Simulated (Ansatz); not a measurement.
The same path of C₅H₇F (13 atoms, charge 0, multiplicity 1) was run twice with different band settings. The coordinate that changes most is the dihedral C2–C3–C5–F6.

The calculation used RKS BHLYP/6-31G* (Ansatz 0.2.0).

Relaxed end points:

```xyz
13
Properties=species:S:1:pos:R:3
C -0.457 -2.261 0.715
C -0.203 -1.050 0.323
C 0.054 0.166 -0.061
C 0.756 0.491 -1.351
C -0.338 1.332 0.797
F -1.081 2.229 0.057
H 0.239 -2.813 1.330
H -1.372 -2.762 0.439
H 1.683 1.032 -1.160
H 0.991 -0.408 -1.909
H 0.128 1.132 -1.965
H -0.925 1.015 1.652
H 0.546 1.862 1.147
```

```xyz
13
Properties=species:S:1:pos:R:3
C -0.601 -2.227 0.636
C -0.273 -1.021 0.289
C 0.065 0.182 -0.072
C 0.914 0.469 -1.280
C -0.378 1.385 0.709
F -1.143 1.038 1.788
H 0.011 -2.807 1.310
H -1.505 -2.692 0.272
H 1.826 0.995 -1.000
H 1.193 -0.448 -1.786
H 0.381 1.101 -1.989
H 0.489 1.940 1.067
H -0.961 2.051 0.073
```

Common settings: spring 5.0 eV/Å²; optimiser quadratic models (default); start path through a guess of the saddle point; force threshold 0.05 eV/Å; iteration limit 60; end points relaxed.

| run | movable images | climbing image |
| --- | --- | --- |
| 1 | 7 | yes |
| 2 | 6 | no |

(1) What does each run give, and how far can it be trusted?

## Answers

(1) Run 1: converged after 17 iterations, highest image 0.144 eV above the first end. A vibrational analysis at the climbing image gives one clearly imaginary mode, 93i cm⁻¹: a first-order saddle point.
Run 2: converged after 21 iterations, highest image 0.143 eV above the first end. No image climbed, so the highest image needn't sit at the top of the path.
